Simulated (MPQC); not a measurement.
# BPW91/TZ (Dunning) (Cartesian functions) run of C2H2F2 (vinylidene fluoride)

Aim: the vertical singlet–triplet gap of C2H2F2 (vinylidene fluoride) at BPW91/TZ (Dunning) (Cartesian functions), from 2 runs. 

Program for the calculation: MPQC 2.3.1.

5 further runs of the same task are left out: 2 that didn't finish, 3 set aside as unsound or not needed.

**1. The structure to begin with**

C2H2F2 has 6 atoms, charge 0, and is taken as a singlet. As SMILES, `C=C(F)F`. The coordinates come from a PBE0-D4/def2-TZVP relaxation.

Bond lengths: C1–C2 1.315 Å, C2–F3 1.313 Å, C2–F4 1.313 Å, C1–H5 1.079 Å, C1–H6 1.079 Å. Angles: C1–C2–F3 125.2°, C1–C2–F4 125.2°, F3–C2–F4 109.6°, C2–C1–H5 119.7°, C2–C1–H6 119.7°, H5–C1–H6 120.6°.

**2. A single-point energy at BPW91/TZ (Dunning) (Cartesian functions)**

Input file mol.in:

```
molecule<Molecule>: (
   symmetry = auto
   unit = angstrom
   { atoms geometry } = {
      C  [ -0.115900     0.471000    -0.544400 ]
      C  [ 0.105000    -0.394600     0.420100 ]
      F  [ -0.454900    -0.363600     1.607600 ]
      F  [ 0.919200    -1.422100     0.343000 ]
      H  [ 0.394200     0.360600    -1.488400 ]
      H  [ -0.805600     1.284800    -0.384200 ]
   }
)
basis<GaussianBasisSet>: (
   name = "TZ (Dunning)"
   molecule = $:molecule
   puream = no
)
mpqc: (
   checkpoint = no
   savestate = no
   restart = no
   do_energy = yes
   do_gradient = no
   optimize = no
   mole<CLKS>: (
      molecule = $:molecule
      basis = $:basis
      total_charge = 0
      memory = 1000000000
      print_evals = yes
      print_npa = yes
      maxiter = 80
      functional<StdDenFunctional>: ( name = "BPW91" )
      integrator<RadialAngularIntegrator>: ( grid = coarse )
      guess_wavefunction<CLHF>: (
         molecule = $:molecule
         total_charge = 0
         memory = 1000000000
         value_accuracy = 1e-3
         basis<GaussianBasisSet>: (
            name = "STO-3G"
            molecule = $:molecule
         )
      )
   )
)
```

Run with:

```console
mpqc mol.in > mol.out
```

Log:

```text
MPQC: Massively Parallel Quantum Chemistry
[...]
  Integrated electron density error = -0.001947837492
  iter     1 energy = -276.5857682762 delta = 8.84792e-02
  Integrated electron density error = 0.000081351740
  iter     2 energy = -277.0156964760 delta = 3.73869e-02
[...]
  Integrated electron density error = 0.000055468019
  iter     7 energy = -277.0855284444 delta = 2.51660e-04
  Integrated electron density error = 0.000055523144
  iter     8 energy = -277.0855342912 delta = 7.53927e-05
  Integrated electron density error = 0.000055530579
  iter     9 energy = -277.0855343738 delta = 1.03441e-05
  Integrated electron density error = 0.000055524936
  iter    10 energy = -277.0855343758 delta = 1.66757e-06
[...]
  LUMO is    17   A =  -0.028391
  total scf energy = -277.0855343758
Value of the MolecularEnergy: -277.0855343758
[...]
        symmetry = c1
[...]
```

Run time: 12 s. Hardware: 1 thread of Intel Xeon Platinum 8259CL at 2.50GHz (Skylake/Cascade Lake), shared host; peak memory 0.3 GiB.

**3. The triplet**

Input file run.in:

```
% emacs should use -*- KeyVal -*- mode
molecule<Molecule>: (
  symmetry = auto
  unit = angstrom
  { atoms geometry } = {
    C  [ -0.115900       0.471000      -0.544400 ]
    C  [ 0.105000      -0.394600       0.420100 ]
    F  [ -0.454900      -0.363600       1.607600 ]
    F  [ 0.919200      -1.422100       0.343000 ]
    H  [ 0.394200       0.360600      -1.488400 ]
    H  [ -0.805600       1.284800      -0.384200 ]
  }
)
basis<GaussianBasisSet>: (
  name = "TZ (Dunning)"
  molecule = $:molecule
  puream = no
)
mpqc: (
  checkpoint = no
  savestate = no
  restart = no
  do_energy = yes
  do_gradient = no
  optimize = no
  mole<UKS>: (
    molecule = $:molecule
    basis = $:basis
    total_charge = 0
    multiplicity = 3
    memory = 1000000000
    print_evals = yes
    print_npa = yes
    maxiter = 80
    functional<StdDenFunctional>: ( name = "BPW91" )
    integrator<RadialAngularIntegrator>: ( grid = coarse )
    guess_wavefunction<UHF>: (
      molecule = $:molecule
      total_charge = 0
      multiplicity = 3
      memory = 1000000000
      value_accuracy = 1e-3
      basis<GaussianBasisSet>: (
        name = "STO-3G"
        molecule = $:molecule
      )
    )
  )
)
```

Run with:

```console
mpqc run.in > run.out
```

Log:

```text
MPQC: Massively Parallel Quantum Chemistry
[...]
  Integrated electron density error = -0.001990947947
  iter     1 energy = -276.3971236309 delta = 8.84533e-02
  Integrated electron density error = -0.002886410677
  iter     2 energy = -276.8804031089 delta = 3.18578e-02
[...]
  Integrated electron density error = 0.000054785440
  iter    13 energy = -276.9093453411 delta = 7.20580e-06
  Integrated electron density error = 0.000054794374
  iter    14 energy = -276.9093453501 delta = 3.74637e-06
  Integrated electron density error = 0.000054791736
  iter    15 energy = -276.9093453534 delta = 2.04002e-06
  Integrated electron density error = 0.000054790310
  iter    16 energy = -276.9093453541 delta = 1.08146e-06
[...]
  <S^2>      = 2.004389
  total scf energy = -276.9093453541
Value of the MolecularEnergy: -276.9093453541
[...]
        symmetry = c1
[...]
        nbasis = 62
[...]
      nalpha = 17
      nbeta = 15
[...]
```

Wall time 21 s (1 thread of Intel Xeon Platinum 8259CL at 2.50GHz (Skylake/Cascade Lake), shared host); peak memory 0.41 GiB.

**4. What came out**

Level: BPW91/TZ (Dunning) (Cartesian functions).

| quantity | value |
| --- | --- |
| singlet: total energy | -277.08553 Eh |
| singlet: HOMO energy | -6.65 eV |
| singlet: LUMO energy | -0.77 eV |
| singlet: HOMO–LUMO gap | 5.88 eV |
| triplet: total energy | -276.90935 Eh |
| triplet: ⟨S²⟩ | 2.004 |
| vertical energy of the triplet above the singlet | 4.794 eV |

What this shows: At this shape the triplet lies 4.79 eV (111 kcal/mol) above the singlet.
